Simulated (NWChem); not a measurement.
# Si3H8 (trisilane): the vertical ionisation energy from total energies

The species is Si3H8 (11 atoms), meant as a singlet with charge 0. As SMILES, `[SiH3][SiH2][SiH3]`. Geometry: relaxed at PBE0-D4/def2-TZVP.

Both states at this one shape; open shells run unrestricted unless said. 1 Eh = 27.2114 eV.

```
                              level  program  singlet Si3H8 (Eh)  doublet [Si3H8]+ (Eh)
B3LYP/6-31G** (spherical functions)   NWChem         -873.286171            -872.925115
                        B3LYP/6-31G   NWChem         -873.198791            -872.832122
```

Task: Work out the vertical ionisation energy at each level.

Result: 
1. B3LYP/6-31G** (spherical functions): -872.925115 − (-873.286171) = 0.361056 Eh = 9.82 eV.
2. B3LYP/6-31G: -872.832122 − (-873.198791) = 0.366669 Eh = 9.98 eV.

No measured value is set beside it here; the levels span 9.82 to 9.98 eV.
